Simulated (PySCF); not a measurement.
**F2+: bond curves at several levels of theory**

The task here is to estimate one member of a computed series from the others.

Computed with PySCF 2.14.0. Level: F 6-311G(d,p), no relativity.

The first run:

Settings of the job:

```json
{
 "atoms": "F, F",
 "charge": "1",
 "basis": "F 6-311G(d,p)",
 "Hamiltonian": "no relativity",
 "basis functions": "36",
 "electrons treated": "17",
 "masses in u": "18.9984, 18.9984",
 "levels": "PBE0, PBE, r²SCAN, BHandHLYP, TPSS, r²SCANh, LC-ωPBE, HF, MP2, SCS-MP2, CCSD, CCSD(T)",
 "grid": "80 radial by 434 angular points",
 "occupations": "held fixed by the projection of orbital angular momentum",
 "dissociation limit": "F+ + F, each in its ground configuration",
 "starting distance in angstrom": "1.330",
 "values of 2S to try": "1, 3"
}
```

Run with:

```bash
$ OMP_NUM_THREADS=1 python dia.py task.json out
```

Among the steps run: The job; PBE0 along the bond; Excited determinants; PBE (GGA); r²SCAN (meta-GGA); BHandHLYP; TPSS; r²SCANh (hybrid meta-GGA); LC-ωPBE; UHF; Correlated methods on the Hartree–Fock reference.

One table of the session follows, with a row left open; its other results are not shown here.

Energy (eV) from each level's lowest point:

| R (Å) | UHF | UHF-MP2 | UHF-SCS-MP2 | UHF-CCSD | UHF-CCSD(T) |
| --- | --- | --- | --- | --- | --- |
| 1.099 | 0.684 | 1.925 | 1.832 | n/a | n/a |
| 1.150 | 0.173 | 1.084 | 1.006 | 0.703 | 0.858 |
| 1.201 | 0.000 | 0.555 | 0.493 | 0.256 | 0.367 |
| 1.240 | 0.032 | 0.305 | 0.256 | 0.077 | 0.154 |
| 1.278 | 0.168 | 0.145 | 0.110 | 0.000 | 0.039 |
| 1.316 | 0.380 | 0.053 | 0.032 | 0.000 | 0.000 |
| 1.367 | ? | ? | ? | ? | ? |
| 1.431 | 1.297 | 0.000 | 0.027 | 0.288 | 0.161 |
| 1.508 | 2.014 | 0.037 | 0.098 | 0.604 | 0.388 |
| 1.610 | 2.998 | 0.070 | 0.180 | n/a | n/a |

Q: Estimate the row for R (Å) = 1.367 from the others.

Worked estimate for «UHF». A straight line through the neighbours (1.316, 0.380) and (1.431, 1.297) gives 0.380 + (1.297 − 0.380) × (1.367 − 1.316) / (1.431 − 1.316) = 0.787; a parabola fitted to 4 rows on both sides gives 0.761.

As computed: UHF: 0.750; UHF-MP2: 0.000; UHF-SCS-MP2: 0.000; UHF-CCSD: 0.087; UHF-CCSD(T): 0.032. In «UHF» the line misses by +0.037 and the parabola by +0.011.
